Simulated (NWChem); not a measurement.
# Spin states of O₂ (+1)

```xyz
2

O      0.0000     0.0000     0.5535
O      0.0000     0.0000    -0.5535
```
Charge +1, spin multiplicity 2.

All runs are NWChem calculations. All single points use one geometry, from UB3LYP/def2-SVP, a minimum by its harmonic frequencies.

Basis set: def2-TZVP. The gap is E(quartet) − E(doublet) at the geometry of the doublet, so a negative value puts the higher spin lower. Open shells are unrestricted. The quartet is the single determinant that the SCF runs reached, with unpaired electrons in orbitals of symmetry ag and b2g and b3g (D2h labels); it need not be the lowest quartet, which in molecules with degenerate π orbitals can need several determinants.

The correlated methods keep 2 core orbitals frozen. B3LYP has NWChem's definition, with VWN1-RPA local correlation. The structure started from a generated list of species. The unpaired electrons of the parent sit in orbitals of symmetry b2g (D2h labels of the run); other states weren't searched. The stability of the SCF solutions was not checked. Open-shell Hartree-Fock references start from PBE0 orbitals.

Task: Order these methods by the vertical doublet-quartet gap they give, lowest first: r2SCAN, PBE, B3LYP, HF, B2PLYP.

Result: HF (131.1 kcal/mol), r2SCAN (150.3 kcal/mol), B3LYP (153.2 kcal/mol), PBE (155.8 kcal/mol), B2PLYP (160.2 kcal/mol)
